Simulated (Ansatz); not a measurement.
Geometry optimisation, RKS PBE-D4/def2-mTZVP (Ansatz 0.2.0).

input.yaml

```yaml
crystal:
  periodic: [false, false, false]
  atoms:
    - { symbol: B, position_ang: [-1.01567, 0.75598, -0.93681] }
    - { symbol: B, position_ang: [-0.20468, 0.49393, 0.42437] }
    - { symbol: Si, position_ang: [-0.38181, 1.55442, 1.93473] }
    - { symbol: H, position_ang: [-1.8178, 1.64974, -1.12522] }
    - { symbol: H, position_ang: [-0.91464, 0.07635, -1.93787] }
    - { symbol: H, position_ang: [0.5894, -0.43432, 0.53839] }
    - { symbol: H, position_ang: [0.28751, 1.47347, 3.29201] }
    - { symbol: H, position_ang: [-1.22816, 2.76441, 2.20666] }
total_charge: -1
basis:
  gaussian: { orbitals: def2-mTZVP }
hamiltonian:
  xc: pbe
  dispersion: d4
relax:
  f_tol: 0.015
  max_steps: 40
output:
  orbitals: {}
```

Command:

```bash
$ ansatz run input.yaml --threads 1 --pin off --max-ram 2048MiB --backend cpu --events-out ev --progress --plain --runs-dir out
```

Where does it end, and by what steps?

The run converged. Limits of this set-up: an anion without diffuse functions, the dipole of an ion depends on the origin. After 8 steps the energy has fallen by 0.110 eV; H8 moved furthest, 0.40 Å.

```csv
step,energy less start (eV),largest force component (eV/Å),accepted
0,0.0000,0.773,yes
1,-0.0703,0.356,yes
2,-0.0852,0.079,yes
3,-0.0991,0.087,yes
4,-0.0935,0.358,no
5,-0.1087,0.029,yes
6,-0.1099,0.031,yes
7,-0.1100,0.024,yes
8,-0.1102,0.008,yes
```

```xyz
8
Properties=species:S:1:pos:R:3
B -1.011 0.801 -0.839
B -0.072 0.347 0.435
Si -0.373 1.516 1.880
H -1.758 1.768 -0.803
H -1.044 0.219 -1.920
H 0.710 -0.578 0.517
H 0.192 1.573 3.303
H -1.329 2.688 1.823
```

The run took 8.9 s on 1 CPU thread of a shared host.
